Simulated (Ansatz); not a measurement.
Geometry optimisation, RKS LDA/def2-mTZVP (Ansatz 0.2.0).

input.yaml

```yaml
crystal:
  periodic: [false, false, false]
  atoms:
    - { symbol: C, position_ang: [-0.76677, 0.64674, -1.50535] }
    - { symbol: Al, position_ang: [0.00868, 0.37968, 0.21567] }
    - { symbol: "N", position_ang: [0.93956, -1.12073, 0.76528] }
    - { symbol: H, position_ang: [-1.82484, 0.28513, -1.40472] }
    - { symbol: H, position_ang: [-0.88736, 1.74796, -1.66529] }
    - { symbol: H, position_ang: [0.05641, 1.27166, 1.6451] }
    - { symbol: H, position_ang: [0.54654, -1.88742, 1.30312] }
    - { symbol: H, position_ang: [1.92778, -1.32301, 0.64619] }
total_charge: -1
basis:
  gaussian: { orbitals: def2-mTZVP }
hamiltonian:
  xc: lda
relax:
  f_tol: 0.015
  max_steps: 40
output:
  orbitals: {}
```

Command:

```bash
$ ansatz run input.yaml --threads 1 --pin off --max-ram 2048MiB --backend cpu --events-out ev --progress --plain --runs-dir out
```

Q: Where does it end, and by what steps?

A: The forces met the threshold. Limits of this set-up: an anion without diffuse functions, the dipole of an ion depends on the origin. After 12 steps the energy has fallen by 1.120 eV; H8 moved furthest, 1.23 Å.

```
step  energy less start (eV)  largest force component (eV/Å)  accepted
   0                  0.0000                           0.956       yes
   1                 -0.2747                           1.203       yes
   2                 -0.4970                           1.585       yes
   3                 -0.7027                           1.049       yes
   4                 -0.8773                           0.749       yes
   5                 -0.9890                           0.409       yes
   6                 -1.0545                           0.157       yes
   7                 -1.0936                           0.165       yes
   8                 -1.1104                           0.315       yes
   9                 -1.1117                           0.195       yes
  10                 -1.1112                           0.191        no
  11                 -1.1197                           0.047       yes
  12                 -1.1199                           0.010       yes
```

```xyz
8
Properties=species:S:1:pos:R:3
C -0.827 0.801 -1.226
Al -0.070 0.356 0.385
N 0.716 -1.235 0.856
H -0.887 0.162 -2.121
H -1.320 1.775 -1.378
H 0.019 1.324 1.707
H 1.386 -1.256 1.627
H 0.982 -1.927 0.151
```

Run time: 19 s on 1 CPU thread of a shared host.
